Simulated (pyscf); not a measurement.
Optimised with ωB97X-D3(BJ)/def2-SVP in PySCF.

Question: H₂N–Al(NH₂)–NH₂ + H₂O → NH₃ + H₂N–Al(NH₂)–OH
Surface: singlet. Broken: Al–N, H–O. Formed: H–N, Al–O. Give ΔE‡ and ΔE from ωB97M-D3(BJ)/def2-TZVP, relative to the separated reactants.

Answer: ΔE‡ = -54.7 kJ/mol, ΔE = -55.2 kJ/mol. Zero-point energy shifts the barrier by +3.6 kJ/mol. It is a four-centre exchange, with an imaginary mode of 772i cm⁻¹. On the reactant side the descent ends in an adduct with a Al–O contact, 67.6 kJ/mol under the separated species and 9.8 kJ/mol under the saddle at ωB97X-D3(BJ)/def2-TZVP. On the product side the descent ends in an adduct with a Al–N contact, 109.4 kJ/mol under the separated species and 105.1 kJ/mol under the saddle at ωB97X-D3(BJ)/def2-TZVP. At ωB97M-D3(BJ) the saddle lies under the separated reactants, which points to a path from their complex (located at ωB97X-D3(BJ) alone). What is counted as formed (Al–O) is already present as a longer contact in the reactant adduct; forming that adduct is a step of its own. What is counted as broken (Al–N) persists as a longer contact in the product adduct; parting that adduct is a step of its own. One saddle was located; it need not be the lowest between these sides.
